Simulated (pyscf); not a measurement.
PySCF, gas phase, ωB97X-D3(BJ)/def2-SVP geometries. MP2 and CC: frozen core, UHF for open shells. ΔMP2 is the change of the MP2 total energy from the triple- to the quadruple-zeta basis.

Problem. What is the homolytic dissociation enthalpy (298 K, CCSD(T)/def2-TZVPP + ΔMP2(QZVPP)) of the In–O bond of HO–InH–Cl, to OH• + [Cl–InH]•?

Solution. In–O to OH• + [Cl–InH]•: 90.0 kcal/mol. The radicals are drawn with the spin at the cut bond; how far it spreads was not checked. The CCSD(T) − MP2 part came from Ansatz, without density fitting, on the same reference. The frozen core leaves the outer d or s,p core shells of the metals and heavy elements correlated in the MP2 and CC values, and def2-TZVPP describes them poorly, which can shift differences by a few kcal/mol. Left out: the spin-orbit lowering of OH. Elements past Kr carry the def2 core potentials, without spin-orbit coupling.
